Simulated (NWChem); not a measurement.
**Correlation energy of Si (-1)**

```
Si
```
Charge -1, spin multiplicity 4.

The numbers come from NWChem runs, not from measurements.

Basis set: def2-TZVPD. Each correlation energy counts from its own Hartree-Fock reference.

```tsv
method	correlation energy (mHa)
UMP2	-73.6
SCS-UMP2	-70.4
CCSD on UHF	-90.1
CCSD[T] on UHF	-94.3
CCSD(T) on UHF	-94.3
CCSD on ROHF	-90.4
CCSD[T] on ROHF	-95.2
CCSD(T) on ROHF	-95.2
CCSDT on ROHF	-95.6
```

The values span 25.1 mHa, from CCSDT on ROHF (lowest) to SCS-UMP2 (highest). 

The correlated methods keep 5 core orbitals frozen. No SCF solution was tested for a lower state. Open-shell Hartree-Fock references start from PBE0 orbitals. No row is a measurement; the coupled-cluster row has its own basis-set and correlation limits.
